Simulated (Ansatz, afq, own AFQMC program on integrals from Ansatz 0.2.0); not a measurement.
Two steps: Ansatz 0.2.0 writes the Fock matrix and Cholesky factors of the valence space, and afq projects on them the lowest state that overlaps trial and start.

```yaml
crystal:
  periodic: [false, false, false]
  atoms:
    - {symbol: Pt, position_ang: [0.000000, 0.000000, 0.000000]}
    - {symbol: Cl, position_ang: [0.000000, 0.000000, 5.724000]}
basis:
  gaussian: {orbitals: def2-SVP}
total_charge: 1
magnetization: {spin_polarized: false, initial_magnetization: 2}
correlation: {method: ccsd_t, electrons: outside_noble_gas, hamiltonian_folder: ham}
```

```sh
$ ansatz run in.yaml --threads 1 --pin off --events-out ev --progress --plain --max-ram 16896MiB --backend cuda --devices 0, --max-vram 18GiB
```

afq runs on the folder ham with

```
--method phaseless --trial hf --walkers 4000 --populations 20 --least-time 40 --time-step 0.005 --steps-per-block 20 --equilibration-blocks 160 --max-blocks 4000 --target-error 0.002400 --factor-cut 1e-05 --start spin_pure --seed 7290 --taylor-order 6
```

Times are imaginary, in 1/Eh. The walk had a cap of 38 s. With eight or more populations the least sampling time is a fifth of least-time, and the error comes from their spread. Core potentials past Kr, no spin–orbit coupling.

Output of the walk:

```
orbitals 41  electrons 9 7  factors 289 of 484
reference energy -577.42701162 Eh
CCSD correlation -0.29500311 Eh in 27 cycles, weight of the determinant in the CISD state 0.8906
energy of the start -577.427012 Eh
 block  time / (1/Eh)  mean weight  energy / Eh
     1     0.100  1.0014  -577.508541
     2     0.200  1.0019  -577.565552
     3     0.300  1.0027  -577.604035
     4     0.400  1.0019  -577.634422
     5     0.500  1.0016  -577.655765
     8     0.800  1.0009  -577.685331
    13     1.300  1.0005  -577.714666
    31     3.100  1.0002  -577.722329
    49     4.900  1.0002  -577.722465
    67     6.700  0.9999  -577.723698
    85     8.500  1.0006  -577.730673
    97     9.700  0.9999  -577.732847
   103    10.300  0.9997  -577.727265
   121    12.100  0.9999  -577.725755
   139    13.900  0.9998  -577.728520
   157    15.700  1.0000  -577.721447
   175    17.500  0.9999  -577.723117
   193    19.300  0.9997  -577.730203
   211    21.100  1.0000  -577.724838
   229    22.900  0.9993  -577.724906
   235    23.500  0.9999  -577.724742
error from the spread of 20 populations
energy -577.725792 +/- 0.000997 Eh
(rows thinned)
```

The run passed its tests (sampling time, drift between the halves within three errors, error under three times the target), which doesn't prove that it has relaxed.

Against this walk (error 27.1 meV) on the same determinant: CCSD(T) 34.9 meV lower (within the noise), CCSDT(Q) 84.8 meV lower, a separate phaseless walk with a CISD trial and standard settings 52.0 ± 27.4 meV lower (within the noise). The error is statistical and leaves out the bias of the constraint. CCSDT(Q) is the surest value here, so the walk's 85 meV above it is most likely the bias of the constraint with this trial, which can have either sign.

Cautions: constraint bias not in the error; no spin-orbit coupling; outer-core shells of the metal frozen; lower spins were not checked; higher spins were not checked; a spin-contaminated unrestricted determinant lies lower (UHF 230 meV lower, ⟨S²⟩ 2.15); CCSDT(Q) on the UHF determinant differs (42 meV lower), by its state or its frozen core.

The walk took 27 s on 1 × NVIDIA H100 80GB HBM3 with 2 threads of AMD EPYC 7R13 Processor (Zen 3), on a shared host (the card was shared). The log's last line is the phaseless energy.

CCSDT and higher add their correlation energy to the determinant of the CCSD(T) run, since their own runs factorise the integrals more tightly (a shift of under 2 meV). A walk keeps the symmetry of its determinant, which the program's search chose and which needn't be the lowest solution, so a lower state of the same spin and another symmetry isn't excluded.
